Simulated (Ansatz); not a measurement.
Al(CO)H3 (CH3AlO): single points at one geometry.

```yaml
crystal:
  periodic: [false, false, false]
  atoms:
    - {symbol: Al, position_ang: [-0.129416, -0.240052, -0.786113]}
    - {symbol: C, position_ang: [0.203917, 0.382429, 1.243886]}
    - {symbol: O, position_ang: [0.378928, 0.702854, 2.301704]}
    - {symbol: H, position_ang: [1.399889, -0.579283, -1.080690]}
    - {symbol: H, position_ang: [-0.724412, 1.156412, -1.271858]}
    - {symbol: H, position_ang: [-1.128907, -1.422370, -0.406929]}
basis:
  gaussian: {orbitals: 6-31G}
hamiltonian: {xc: {name: B3LYP}, dispersion: d4}
scf: {omitted_lower_state_checks: [starts]}
output: {orbitals: {seedname: orbitals}}
```

```sh
$ ansatz run in.yaml --threads 4 --pin off --events-out ev --progress --plain --max-ram 3916MiB
```

Output, abridged:

```
Functional definition: B3LYP
437 factors; integrals over basis functions are off by at most 2.0e-4 eV
mean field evaluation 1: about -9725.5561 eV, gradient 2.8e1 eV
mean field evaluation 2: about -9720.6111 eV, gradient 6.2e1 eV
mean field evaluation 4: about -9727.1012 eV, gradient 5.2e-1 eV
mean field evaluation 8: about -9727.1049 eV, gradient 2.3e-2 eV
mean field -9727.10491607 eV, -357.4645123972 hartree, gradient 2.8e-5 eV, S^2 0.000000; 0 other end points of the search recorded, 0 dependent functions left out
reference -9727.10515081 eV, -357.4645210235 hartree; 15, 15 occupied and 22, 22 virtual orbitals, 437 factors
Total energy: -9727.23162816 eV, -357.4691689804 hartree
Checks for a lower state left out: starts
```

Run time 0.25 s (4 threads of Arm Neoverse V2 on a shared host).

Geometry: PBE0-D4/def2-TZVP.

B3LYP takes the VWN-RPA correlation.
